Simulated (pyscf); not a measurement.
HO–AsH–OH -> water (H₂O) + O=AsH, an elimination (singlet surface; As–O, H–O broken, H–O formed). Single points on ωB97X-D3(BJ)/def2-SVP structures (PySCF, gas phase). Correlated levels are frozen-core, on RHF or UHF. ΔMP2 is the change of the MP2 total energy from the triple- to the quadruple-zeta basis. Energies in kJ/mol from the reactant's lowest minimum found.

Small-basis levels: PySCF, no dispersion term, spherical d functions. AM1 to PM7: differences of heats of formation from MOPAC. GFN2-xTB: tblite. 

| level | barrier | reaction energy |
|---|---|---|
| HF/6-31G*+LANL2DZ | 233.6 | +210.4 |
| MP2/6-31G*+LANL2DZ | 176.3 | +161.8 |
| SVWN5/6-31G*+LANL2DZ | 129.9 | +217.8 |
| PBE/6-31G*+LANL2DZ | 142.3 | +175.3 |
| PBE/def2-SVP | 138.8 | +177.6 |
| GFN2-xTB | 181.7 | +187.8 |
| AM1 | 243.8 | +232.5 |
| CCSD(T)/def2-TZVPP + ΔMP2(QZVPP) | 175.0 | +166.9 |

Against the last row the barrier runs from -45.1 (SVWN5/6-31G*+LANL2DZ) to +68.8 kJ/mol (AM1). At SVWN5/6-31G*+LANL2DZ, PBE/6-31G*+LANL2DZ, PBE/def2-SVP, GFN2-xTB this geometry lies under one side, so the entry may be no barrier of that level: it is a single point on another level's saddle. CCSD(T)/def2-TZVPP + ΔMP2(QZVPP) has limits of its own. On the product side the descent ends in a bound adduct, 45.5 kJ/mol under the separated species and 31.9 kJ/mol under the saddle at ωB97X-D3(BJ)/def2-TZVP. O=AsH lies 31.2 kJ/mol over its isomer HO–As: [triplet], and others may lie lower still (electronic energy, ωB97M-D3(BJ)). This is the saddle that the search found; another between the same sides may lie lower. The CCSD(T) − MP2 part came from Ansatz, without density fitting, on the same reference. The frozen core leaves the outer d or s,p core shells of the metals and heavy elements correlated in the MP2 and CC values, and def2-TZVPP describes them poorly, which can shift differences by a few kcal/mol. In the def2 sets elements up to Kr have no core potential.
